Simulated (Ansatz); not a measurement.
C₂H₂FNO (`O=C=NCF`) at its PBE0-D4/def2-TZVP geometry, where that method's forces vanish. Charge 0, multiplicity 1.

```
atom   x (Å)   y (Å)   z (Å)
  O1  -0.891   2.314  -0.924
  C2  -0.666   1.340  -0.332
  N3  -0.516   0.368   0.361
  C4   0.311  -0.777   0.293
  F5   1.123  -0.754  -0.814
  H6  -0.311  -1.674   0.237
  H7   0.950  -0.817   1.179
```

(1) For each bond, give half the difference of the two atoms' forces along it (eV/Å; positive pushes the atoms apart) under PBE-D4, r2SCAN-D4, B3LYP-D4, ωB97M-V in def2-TZVPP. (Best estimate.)

## Answers

(1) Ansatz gave: 
```tsv
bond	length (Å)	PBE-D4	r2SCAN-D4	B3LYP-D4	ωB97M-V
O1–C2	1.162	0.95	0.38	0.24	0.05
C2–N3	1.203	0.25	0.03	-0.09	-0.05
N3–C4	1.414	-0.28	0.01	0.12	0.25
C4–F5	1.373	0.57	0.32	0.41	0.24
C4–H6	1.093	0.08	-0.08	-0.16	-0.19
C4–H7	1.093	0.08	-0.08	-0.16	-0.19
```

B3LYP here is the variant with VWN-RPA as its local correlation; programs differ in this.
